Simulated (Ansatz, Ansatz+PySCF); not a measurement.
```xyz
9

O     0.0000    0.0000   -0.5779
C     0.0000    1.1610    0.1881
C     0.0000   -1.1610    0.1881
H     0.0000    2.0214   -0.4962
H    -0.8952    1.2329    0.8396
H     0.8952    1.2329    0.8396
H     0.0000   -2.0214   -0.4962
H     0.8952   -1.2329    0.8396
H    -0.8952   -1.2329    0.8396
```

RHF-MP2 on singlet C₂H₆O was run in several spherical basis sets with Ansatz (development build ahead of 0.2.0). Frozen core: 3 orbitals.

(1) Rank the basis sets by the total energy that they give, lowest first, with the distance from the lowest.
A. def2-TZVP
B. def2-SVP
C. cc-pVTZ
D. cc-pVDZ
E. 6-31G(d)

## Answers

(1) C (0.00 eV), A (0.38 eV), D (4.60 eV), E (6.16 eV), B (8.04 eV).

Totals follow the description of the cores as much as that of the bonds, so this order isn't one of quality for chemistry.
